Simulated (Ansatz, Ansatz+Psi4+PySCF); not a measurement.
```yaml
atoms:
  - { symbol: C, position_ang: [0.0000, 0.0000, 0.7372] }
  - { symbol: C, position_ang: [0.0000, 0.0000, -0.7372] }
  - { symbol: H, position_ang: [0.0000, 1.0190, 1.1322] }
  - { symbol: H, position_ang: [-0.8824, -0.5095, 1.1322] }
  - { symbol: H, position_ang: [0.8824, -0.5095, 1.1322] }
  - { symbol: H, position_ang: [0.0000, -1.0190, -1.1322] }
  - { symbol: H, position_ang: [-0.8824, 0.5095, -1.1322] }
  - { symbol: H, position_ang: [0.8824, 0.5095, -1.1322] }
```

Basis set: cc-pVTZ (spherical functions). Left uncorrelated: 2 orbitals. Charge 0, multiplicity 1.

Computed with Ansatz (development build ahead of 0.2.0); each method stands on the lowest determinant of its kind that the runs found. Restricted open shells among the atoms or ions are ROHF, correlated in semicanonical orbitals with singles.

(1) Give the atomization energy at this shape (free ground-state atoms in the same class of orbitals less the molecule, no zero-point energy) of singlet C₂H₆ by RHF-MP2, RHF.

Results:

(1)

```tsv
method	atomization energy
RHF-MP2	698.33 kcal/mol
RHF	555.96 kcal/mol
```
